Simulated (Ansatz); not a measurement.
# HNOSi: the cost of one run

Program: Ansatz 0.2.0, Gaussian basis. Level of theory: def2-QZVPP, core rule «outside noble gas», up to 7 orbitals frozen. These are calculated values, not measurements.

The runs, in order: UHF; ROHF; CCSD(T) on UHF.

2 further runs of the same task are left out: 2 set aside as unsound or not needed.

## 1. The geometry

The geometry is a PBE0/def2-TZVP stationary point (not a proven minimum) of the parent state, kept for this charge and spin.

4 atoms, charge 1, spin multiplicity 2.

Atoms are counted from 1 here; the program's logs count them from 0.

Bond lengths: O1–N2 1.191 Å, N2–Si3 1.782 Å, Si3–H4 1.519 Å. Angles: O1–N2–Si3 136.4°, N2–Si3–H4 90.8°.

Coordinates:

```xyz
4

O     0.0000   -0.1443    1.6241
N     0.0000    0.3809    0.5556
Si    0.0000   -0.1540   -1.1441
H     0.0000    1.2884   -1.6213
```

## 2. UHF

in.yaml reads:

```yaml
crystal:
  periodic: [false, false, false]
  atoms:
    - {symbol: O, position_ang: [0.000000, -0.144299, 1.624079]}
    - {symbol: N, position_ang: [0.000000, 0.380867, 0.555568]}
    - {symbol: Si, position_ang: [0.000000, -0.153981, -1.144069]}
    - {symbol: H, position_ang: [0.000000, 1.288393, -1.621334]}
basis:
  gaussian: {orbitals: "def2-QZVPP.json"}
total_charge: 1
magnetization: {spin_polarized: true, initial_magnetization: 1}
hamiltonian: {xc: hf}
output: {orbitals: {seedname: orbitals}}
```

Command:

```
$ ansatz run in.yaml --threads 1 --pin off --events-out ev --progress --plain --max-ram 2393MiB
```

Q: Estimate wall time and peak memory on 1 thread of Arm Neoverse V1, shared host.

About 84 s, with a peak of 0.51 GiB.
